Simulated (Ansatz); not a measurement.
## How the TA phonon frequency at L of rock-salt LiF moves with the method

No measured value is used here.

```csv
level (code),value (cm⁻¹),cell (Å³/atom)
LDA (Ansatz),231,7.47
PBE (Ansatz),192,8.42
r²SCAN (Ansatz),221,7.94
B3LYP (VWN-RPA form) (Ansatz),199,8.14
HSE06 (Ansatz),205,8.06
LC-ωPBE (Ansatz),211,8.15
PBE0 (Ansatz),206,8.05
r²SCANh (Ansatz),223,7.86
Hartree–Fock (Ansatz),210,7.96
```

Each level is taken at its own relaxed cell. Cutoffs differ between the levels. Ansatz's density-functional and Hartree–Fock values are scalar-relativistic unless marked +SOC, with PAW data made under PBE.

Ansatz is an electronic-structure program.
